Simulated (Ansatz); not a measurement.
Species: dimethylamine, C2H7N (charge 0, singlet). SMILES: CNC
Structure (B3LYP-D3(BJ)/def2-TZVP (Ansatz, a program for electronic structure) minimum search):
```xyz
10

C     -0.0183    -0.2257     1.2115
N     -0.0165     0.5806     0.0024
C     -0.0428    -0.2163    -1.2126
H      0.7946    -0.9698     1.2537
H      0.0610     0.4203     2.0868
H     -0.9638    -0.7689     1.2836
H      0.7920     1.1896    -0.0034
H      0.7690    -0.9601    -1.2770
H      0.0189     0.4364    -2.0843
H     -0.9897    -0.7590    -1.2698
```

Property: enthalpy of formation at 298 K, in kcal/mol. Terms: frozen cores in correlated levels; six Cartesian d functions in 6-31G* and its kin unless marked 5d; LANL2DZ all-electron up to Ne; 6-311+G** with 5d; non-relativistic; UHF or UKS for open shells; no dispersion term unless named; spin-orbit terms left out. CBS marks a two-point X^-3 extrapolation of the correlation energy; Hartree-Fock from the larger set. [CCSD(T)-MP2]/basis is that difference in the basis named. Ab initio and DFT rows: single points at B3LYP-D3(BJ) geometries (Ansatz), with unscaled harmonic terms from B3LYP/6-31G* at its own minima, enthalpies of formation by atomisation with measured atoms.

Measured values: Active Thermochemical Tables 1.112 (ions: stationary electron), as tabulated in the package chemicals; they hold spin-orbit and core effects, anharmonicity. 

Value to compare with, the measured value: -3.8 kcal/mol.

```json
[
 {"level": "PBE/STO-3G", "program": "Ansatz", "enthalpy of formation at 298 K (kcal/mol)": "-170.2", "error": "-166.4"},
 {"level": "PBE/3-21G", "program": "Ansatz", "enthalpy of formation at 298 K (kcal/mol)": "-6.1", "error": "-2.3"},
 {"level": "PBE/LANL2DZ", "program": "Ansatz", "enthalpy of formation at 298 K (kcal/mol)": "3.4", "error": "7.2"},
 {"level": "PBE/6-31G*", "program": "Ansatz", "enthalpy of formation at 298 K (kcal/mol)": "-16.6", "error": "-12.8"},
 {"level": "PBE/def2-SVP", "program": "Ansatz", "enthalpy of formation at 298 K (kcal/mol)": "-19.3", "error": "-15.5"},
 {"level": "PBE/6-311+G**", "program": "Ansatz", "enthalpy of formation at 298 K (kcal/mol)": "-12.2", "error": "-8.4"},
 {"level": "PBE/def2-TZVPD", "program": "Ansatz", "enthalpy of formation at 298 K (kcal/mol)": "-15.3", "error": "-11.5"},
 {"level": "RI-MP2/CBS(aug-cc-pVTZ,aug-cc-pVQZ)+[CCSD(T)-MP2]/aug-cc-pVTZ", "program": "Ansatz", "enthalpy of formation at 298 K (kcal/mol)": "-3.1", "error": "0.7"}
]
```

Among the 6 habitual levels, PBE/STO-3G lies farthest from the measured value (-166.4 kcal/mol) and PBE/3-21G nearest (-2.3); 1 of 6 lie above it, and their mean absolute error is 35.4 kcal/mol, the median 10.6. One case shows no general order.

The sets are all those run for this method; runs whose electronic state is in doubt are left out.
